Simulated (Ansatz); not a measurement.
## Al₂FH₃, SMILES [F][AlH][AlH2]: a ladder of basis sets

Run with Ansatz 0.2.0, Python API.

Input file `al2fh3.xyz`:
```text
6

F    -0.89190   -2.14280    1.28140
Al   -0.50440   -1.11960   -0.17610
Al    0.46930    1.14310    0.09990
H    -0.68010   -1.68530   -1.64540
H     0.89400    2.00450   -1.18520
H     0.75520    1.73620    1.57920
```

`basis_al2fh3.py`:
```python
import ansatz as az

molecule = az.Crystal.molecule_from_extxyz("al2fh3.xyz")

calculation = molecule.calculation()
calculation = calculation.correlation("mp2")
calculation = calculation.accuracy("medium")

energies = {}
for basis in ["cc-pVDZ", "cc-pVTZ"]:
    r = calculation.basis(gaussian=basis).run(threads=1).report
    size = r["n_frozen"] + r["n_occupied"][0] + r["n_virtual"][0]
    energies[basis] = (r["reference_energy_ev"] / 27.211386246, r["free_energy_ev"] / 27.211386246)
    print(f"{basis:14s} {size:4d} orbitals  reference {energies[basis][0]:14.6f} Ha  total {energies[basis][1]:14.6f} Ha")

small, large = (energies[b][1] - energies[b][0] for b in ("cc-pVDZ", "cc-pVTZ"))
limit = (3 ** 3 * large - 2 ** 3 * small) / (3 ** 3 - 2 ** 3)
print(f"correlation energy: {small:.6f} and {large:.6f} Ha, extrapolated {limit:.6f} Ha")
print(f"share caught by the larger set: {100 * large / limit:.1f} %")
```

```console
$ python basis_al2fh3.py
cc-pVDZ          65 orbitals  reference    -585.053623 Ha  total    -585.370263 Ha
cc-pVTZ         140 orbitals  reference    -585.110009 Ha  total    -585.522855 Ha
correlation energy: -0.316639 and -0.412846 Ha, extrapolated -0.453354 Ha
share caught by the larger set: 91.1 %
```

Against cc-pVDZ: cc-pVTZ -152.6 mHa. The last step alone is -152.59 mHa.

What to keep in mind:
- These settings explore the input space; basis and method may be short of convergence.
- The geometry is a force-field or estimated start, not a minimum of this method, and the last set is no limit. Much of the fall in a total is atomic energy, which cancels in bond and reaction energies.
- Inner cores stay frozen, so this is valence correlation.
- For Al to Cl the sets with a tight d function, cc-pV(X+d)Z, are usual.
- An extrapolation from small basis sets is rough.
- Wall time of the script: 2.4 s on 1 thread of Arm Neoverse V2, with other jobs on the host, peak memory 0.26 GiB.
